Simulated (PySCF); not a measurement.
# BH3Cl− (SMILES [BH3-]Cl) at FCI/STO-6G

Aim: the energy change on altering one bond length of BH3Cl− at FCI/STO-6G, from 2 runs. Input form: a Python script.

The results are computed with PySCF 2.14.0.

16 further runs of the same task are left out: 1 that didn't finish, 15 set aside as unsound or not needed.

## 1. The system as given

BH3Cl− has 5 atoms, charge -1, and is taken as a singlet. SMILES: `[BH3-]Cl`. Geometry: relaxed at GFN2-xTB.

Bond lengths: B1–Cl2 1.873 Å, B1–H3 1.208 Å, B1–H4 1.208 Å, B1–H5 1.208 Å. Angles: Cl2–B1–H3 106.7°, Cl2–B1–H4 106.7°, Cl2–B1–H5 106.7°, H3–B1–H4 112.0°, H3–B1–H5 112.2°, H4–B1–H5 112.1°.

## 2. A single-point energy at FCI/STO-6G

Contents of input.py:

```python
from pyscf import gto, scf, mcscf

mol = gto.M(
    atom='''
B      0.082390    -0.047870     0.135930
Cl    -0.845860     0.496450    -1.396970
H      1.223080    -0.254620    -0.203070
H     -0.460100    -1.051350     0.532730
H      0.000500     0.857390     0.931390
''',
    verbose=4,
    basis='sto-6g',
    charge=-1,
    max_memory=1860,
)

mf = scf.RHF(mol)
mf.conv_tol = 1e-10
mf.kernel()
if not mf.converged:
    mf = mf.newton().run(mf.mo_coeff, mf.mo_occ)

cas = mcscf.CASCI(mf, mf.mo_coeff.shape[-1] - 6, (mol.nelec[0] - 6, mol.nelec[1] - 6))  # full CI above the frozen core
cas.fix_spin_(ss=0.0)
cas.kernel()
e_tot = cas.e_tot
print('Final energy', e_tot)
```

Started as:

```bash
OMP_NUM_THREADS=1 python input.py
```

What it wrote:

```text
PySCF version 2.14.0

[INPUT] num. atoms = 5
[INPUT] num. electrons = 26
[INPUT] charge = -1
[INPUT] spin (= nelec alpha-beta = 2S) = 0
[INPUT] symmetry False subgroup None
[INPUT] Mole.unit = angstrom
[INPUT] Symbol           X                Y                Z      unit          X                Y                Z       unit  Magmom
[INPUT]  1 B      0.082390000000  -0.047870000000   0.135930000000 AA    0.155694535403  -0.090461189583   0.256870472112 Bohr   0.0
[INPUT]  2 Cl    -0.845860000000   0.496450000000  -1.396970000000 AA   -1.598443739725   0.938154534540  -2.639890704234 Bohr   0.0
[INPUT]  3 H      1.223080000000  -0.254620000000  -0.203070000000 AA    2.311286228433  -0.481162065837  -0.383746684115 Bohr   0.0
[INPUT]  4 H     -0.460100000000  -1.051350000000   0.532730000000 AA   -0.869462989912  -1.986763561061   1.006713798340 Bohr   0.0
[INPUT]  5 H      0.000500000000   0.857390000000   0.931390000000 AA    0.000944863062   1.620232281941   1.760072015159 Bohr   0.0

nuclear repulsion = 42.1597479533802
number of shells = 11
number of NR pGTOs = 102
number of NR cGTOs = 17
basis = sto-6g
ecp = {}

******** <class 'pyscf.scf.hf.RHF'> ********
method = RHF
initial guess = minao
damping factor = 0
level_shift factor = 0
DIIS = <class 'pyscf.scf.diis.CDIIS'>
diis_start_cycle = 1
diis_space = 8
diis_damp = 0
SCF conv_tol = 1e-10
SCF conv_tol_grad = None
SCF max_cycles = 50
direct_scf = True
direct_scf_tol = 1e-13
Set gradient conv threshold to 1e-05
Initial guess from minao.
init E= -483.940407562736
  HOMO = -0.313857747827432  LUMO = 0.329241309616765  gap/eV = 17.49962
cycle= 1 E= -484.307282403193  delta_E= -0.367  |g|= 0.176  |ddm|= 2.17
  HOMO = -0.0629269836683054  LUMO = 0.767469094814083  gap/eV = 22.59623
cycle= 2 E= -484.323128292245  delta_E= -0.0158  |g|= 0.0441  |ddm|= 0.329
  HOMO = -0.080032020452542  LUMO = 0.770036134452015  gap/eV = 23.13153
cycle= 3 E= -484.324192748297  delta_E= -0.00106  |g|= 0.0024  |ddm|= 0.103
  HOMO = -0.0801800244120129  LUMO = 0.767837560913561  gap/eV = 23.07573
cycle= 4 E= -484.32419622232  delta_E= -3.47e-06  |g|= 0.000369  |ddm|= 0.00577
  HOMO = -0.0801474817599273  LUMO = 0.768110407385406  gap/eV = 23.08227
cycle= 5 E= -484.32419629683  delta_E= -7.45e-08  |g|= 3.51e-05  |ddm|= 0.000895
  HOMO = -0.0801561064806157  LUMO = 0.768092655765213  gap/eV = 23.08202
cycle= 6 E= -484.32419629744  delta_E= -6.1e-10  |g|= 4.22e-06  |ddm|= 7.79e-05
  HOMO = -0.0801577331741291  LUMO = 0.76809142968939  gap/eV = 23.08204
cycle= 7 E= -484.32419629745  delta_E= -1.06e-11  |g|= 3.25e-07  |ddm|= 9.99e-06
  HOMO = -0.0801578735555339  LUMO = 0.768091416625529  gap/eV = 23.08204
Extra cycle  E= -484.324196297451  delta_E= -1.14e-13  |g|= 8.28e-08  |ddm|= 5.76e-07
converged SCF energy = -484.324196297451

******** <class 'pyscf.mcscf.casci.CASCI'> ********
CAS (7e+7e, 11o), ncore = 6, nvir = 0
natorb = False
canonicalization = True
sorting_mo_energy = False
******** <class 'pyscf.fci.addons.SpinPenaltyFCISolver'> ********
max. cycles = 200
conv_tol = 1e-08
davidson only = True
linear dependence = 1e-12
level shift = 0.001
max iter space = 12
nroots = 1
pspace_size = 400
spin = None
Density matrix diagonal elements [1.99817666 1.9850906  1.98419558 1.98420797 1.98491046 1.9926431
 1.99260737 0.01564367 0.02073376 0.02069698 0.02109384]
CASCI converged
CASCI E = -484.387977526242  E(CI) = -34.0918488750619  S^2 = 0.0000000
Final energy -484.3879775262421
```

It took 1.5 s on 1 thread of Intel Xeon Platinum 8488C (Sapphire Rapids), shared host; peak memory 0.14 GiB.

## 3. The distorted shape, same level

Contents of calc.py:

```python
from pyscf import gto, scf, mcscf

mol = gto.Mole()
mol.atom = '''
B        0.733377       1.156304      -0.340229
Cl      -0.194873       1.700624      -1.873129
H        1.874067       0.949554      -0.679229
H       -0.460100      -1.051350       0.532730
H        0.651487       2.061564       0.455231
'''
mol.verbose = 3
mol.max_memory = 1860
mol.spin = 0
mol.charge = -1
mol.basis = 'sto-6g'
mol.build()

calc0 = scf.RHF(mol)
calc0.conv_tol = 1e-10
calc0.kernel()
if not calc0.converged:
    calc0 = calc0.newton().run(calc0.mo_coeff, calc0.mo_occ)

cas = mcscf.CASCI(calc0, calc0.mo_coeff.shape[-1] - 6, (mol.nelec[0] - 6, mol.nelec[1] - 6))  # full CI above the frozen core
cas.fix_spin_(ss=0.0)
cas.kernel()
e_final = cas.e_tot
print('Final energy', e_final)
```

Started as:

```bash
OMP_NUM_THREADS=1 python calc.py
```

What it wrote:

```text
converged SCF energy = -484.050400422085
CASCI E = -484.194651066866  E(CI) = -32.5039023198294  S^2 = 0.0000000
Final energy -484.1946510668661
```

It took 1.6 s on 1 thread of Intel Xeon Platinum 8488C (Sapphire Rapids), shared host; peak memory 0.14 GiB.

## 4. What came out

At FCI/STO-6G, 6 core orbitals frozen:

```
                                                              quantity          value
                                             first shape: total energy  -484.38798 Eh
                      first shape: HOMO energy (Hartree–Fock orbitals)       -2.18 eV
                      first shape: LUMO energy (Hartree–Fock orbitals)       20.90 eV
    first shape: HOMO–LUMO gap (to an unbound level, set by the basis)       23.08 eV
              first shape: correlation energy (6 core orbitals frozen)      -63.8 mEh
                                         distorted shape: total energy  -484.19465 Eh
                  distorted shape: HOMO energy (Hartree–Fock orbitals)        2.21 eV
                  distorted shape: LUMO energy (Hartree–Fock orbitals)       11.55 eV
distorted shape: HOMO–LUMO gap (to an unbound level, set by the basis)        9.35 eV
          distorted shape: correlation energy (6 core orbitals frozen)     -144.3 mEh
     energy change with the B1–H4 bond stretched from 1.208 to 2.657 Å       5.261 eV
```

**Reading.** With the B1–H4 bond stretched from 1.208 to 2.657 Å the energy rises by 5.26 eV (121 kcal/mol). The first shape isn't relaxed at this level, so the change isn't measured from a minimum. The minimal basis adds a large error of its own. Mulliken charges (first shape) of the mean-field density run from -0.52 on Cl2 to +0.06 on B1. The HOMO (distorted shape) lies at positive energy, 2.21 eV: the electron is unbound at this level or held by a compact basis; values depend on the basis.
